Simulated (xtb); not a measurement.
C3H9N, charge +1, doublet, at the geometry of the source list (a state made from the parent by changing its charge; the spin is typed, not shown lowest); GFN2-xTB in xtb.

Here is a job for xtb.
```
$ xtb mol.xyz --gfn 2 --chrg 1 --uhf 1 --json

# file mol.xyz
13

C     -0.35760000     1.30020000     0.29480000
N     -0.13680000    -0.12320000     0.43870000
C      1.26680000    -0.45270000     0.30920000
C     -0.94200000    -0.87700000    -0.49870000
H     -0.06670000     1.67800000    -0.69890000
H      0.22140000     1.82880000     1.05040000
H     -1.41340000     1.51470000     0.45250000
H      1.67370000    -0.20010000    -0.68350000
H      1.39910000    -1.52030000     0.47740000
H      1.83160000     0.09110000     1.06470000
H     -0.69290000    -0.65480000    -1.54910000
H     -0.79050000    -1.94100000    -0.32350000
H     -1.99270000    -0.64360000    -0.33410000
```

It wrote (shortened):

```
   ID    Z sym.   atoms
    1    6 C      1, 3, 4
    2    7 N      2
    3    1 H      5-13

           -------------------------------------------------
          |                Calculation Setup                |
           -------------------------------------------------

           -------------------------------------------------
          |                 G F N 2 - x T B                 |
           -------------------------------------------------

          ...................................................
          :                      SETUP                      :
          :.................................................:
          :  # basis functions                  25          :
          :  # atomic orbitals                  25          :
          :  # shells                           17          :
          :  # electrons                        25          :
          :  max. iterations                   250          :
          :  Hamiltonian                  GFN2-xTB          :
          :  restarted?                      false          :
          :  GBSA solvation                  false          :
          :  PC potential                    false          :
          :  electronic temp.          300.0000000     K    :
          :  accuracy                    1.0000000          :
          :  -> integral cutoff          0.2500000E+02      :
          :  -> integral neglect         0.1000000E-07      :
          :  -> SCF convergence          0.1000000E-05 Eh   :
          :  -> wf. convergence          0.1000000E-03 e    :
          :  Broyden damping             0.4000000          :
          :  net charge                          1          :
          :  unpaired electrons                  1          :
          ...................................................

 iter      E             dE          RMSdq      gap      omega  full diag
   1    -13.5521420 -0.135521E+02  0.319E+00   10.72       0.0  T
   2    -13.6235245 -0.713826E-01  0.195E+00   11.36       1.0  T
   3    -13.6258002 -0.227573E-02  0.113E+00   11.33       1.0  T
   4    -13.6259998 -0.199566E-03  0.134E-01   11.41       1.0  T
   5    -13.6260149 -0.151136E-04  0.674E-02   11.40       1.0  T
   6    -13.6260156 -0.689528E-06  0.825E-03   11.40       3.4  T
   7    -13.6260157 -0.941387E-07  0.151E-03   11.40      18.3  T
   8    -13.6260157 -0.117112E-07  0.264E-04   11.40     104.9  T
   9    -13.6260157 -0.366747E-10  0.248E-05   11.40    1116.7  T

   *** convergence criteria satisfied after 9 iterations ***

         :::::::::::::::::::::::::::::::::::::::::::::::::::::
         ::                     SUMMARY                     ::
         :::::::::::::::::::::::::::::::::::::::::::::::::::::
         :: total energy             -13.442698345930 Eh    ::
         :: gradient norm              0.089225826659 Eh/a0 ::
         :: HOMO-LUMO gap             11.399359294352 eV    ::
         ::.................................................::
         :: SCC energy               -13.626010146666 Eh    ::
         :: -> isotropic ES            0.095864433739 Eh    ::
         :: -> anisotropic ES         -0.012412860447 Eh    ::
         :: -> anisotropic XC          0.011401744304 Eh    ::
         :: -> dispersion             -0.004639479239 Eh    ::
         :: repulsion energy           0.183311800736 Eh    ::
         :: add. restraining           0.000000000000 Eh    ::
         :: total charge               1.000000000000 e     ::
         :::::::::::::::::::::::::::::::::::::::::::::::::::::

           -------------------------------------------------
          |                Property Printout                |
           -------------------------------------------------

    * Orbital Energies and Occupations

         #    Occupation            Energy/Eh            Energy/eV
      -------------------------------------------------------------
         1        2.0000           -0.8852510             -24.0889
         2        2.0000           -0.8366601             -22.7667
         3        2.0000           -0.8366520             -22.7665
         4        2.0000           -0.7778582             -21.1666
         5        2.0000           -0.7517960             -20.4574
         6        2.0000           -0.7400560             -20.1379
         7        2.0000           -0.7400533             -20.1379
         8        2.0000           -0.6849225             -18.6377
         9        2.0000           -0.6849169             -18.6375
        10        2.0000           -0.6662189             -18.1287
        11        2.0000           -0.6662099             -18.1285
        12        2.0000           -0.6608810             -17.9835
        13        1.0000           -0.6091219             -16.5751 (HOMO)
        14                         -0.1902032              -5.1757 (LUMO)
        15                         -0.1255238              -3.4157
        16                         -0.1254460              -3.4136
        17                         -0.0740556              -2.0152
        18                         -0.0241041              -0.6559
        19                         -0.0240777              -0.6552
        20                         -0.0040825              -0.1111
        21                          0.0159458               0.4339
        22                          0.0159948               0.4352
        23                          0.0474727               1.2918
        24                          0.0475260               1.2932
        25                          0.0540085               1.4696
      -------------------------------------------------------------
                  HL-Gap            0.4189187 Eh           11.3994 eV
             Fermi-level           -0.5173303 Eh          -14.0773 eV

     #   Z          covCN         q      C6AA      α(0)
     1   6 C        3.718    -0.099    22.510     6.777
     2   7 N        2.723     0.096    19.583     6.572
     3   6 C        3.718    -0.099    22.510     6.777
     4   6 C        3.718    -0.099    22.510     6.777
     5   1 H        0.923     0.151     1.385     1.841
     6   1 H        0.925     0.124     1.578     1.964
     7   1 H        0.925     0.124     1.578     1.964
     8   1 H        0.923     0.151     1.385     1.841
     9   1 H        0.925     0.124     1.578     1.964
    10   1 H        0.925     0.124     1.578     1.964
    11   1 H        0.923     0.151     1.385     1.841
    12   1 H        0.925     0.124     1.578     1.964
    13   1 H        0.925     0.124     1.578     1.964

 Mol. C6AA /au·bohr⁶  :        880.982467
 Mol. C8AA /au·bohr⁸  :      18395.922526
 Mol. α(0) /au        :         44.212380

Wiberg/Mayer (AO) data.
largest (>0.10) Wiberg bond orders for each atom

 ---------------------------------------------------------------------------
     #   Z sym  total        # sym  WBO       # sym  WBO       # sym  WBO
 ---------------------------------------------------------------------------
     1   6 C    3.939 --     2 N    1.080     7 H    0.957     6 H    0.957
                             5 H    0.878
     2   7 N    3.431 --     4 C    1.080     3 C    1.080     1 C    1.080
     3   6 C    3.939 --     2 N    1.080    10 H    0.957     9 H    0.957
                             8 H    0.878
     4   6 C    3.939 --     2 N    1.080    13 H    0.957    12 H    0.957
                            11 H    0.878
     5   1 H    0.971 --     1 C    0.878
     6   1 H    0.984 --     1 C    0.957
     7   1 H    0.984 --     1 C    0.957
     8   1 H    0.971 --     3 C    0.878
     9   1 H    0.984 --     3 C    0.957
    10   1 H    0.984 --     3 C    0.957
    11   1 H    0.971 --     4 C    0.878
    12   1 H    0.984 --     4 C    0.957
    13   1 H    0.984 --     4 C    0.957
 ---------------------------------------------------------------------------

Topologies differ in total number of bonds
Writing topology from bond orders to xtbtopo.mol

molecular dipole:
                 x           y           z       tot (Debye)
 q only:        0.067       0.060      -0.215
   full:        0.094       0.085      -0.302       0.834
molecular quadrupole (traceless):
                xx          xy          yy          xz          yz          zz
 q only:        1.549      -0.460       1.646       1.639       1.475      -3.195
  q+dip:        1.027      -0.305       1.092       1.087       0.979      -2.119
   full:        1.202      -0.357       1.278       1.272       1.146      -2.480

           -------------------------------------------------
          | TOTAL ENERGY              -13.442698345930 Eh   |
          | GRADIENT NORM               0.089225826659 Eh/α |
          | HOMO-LUMO GAP              11.399359294352 eV   |
           -------------------------------------------------

normal termination of xtb
```
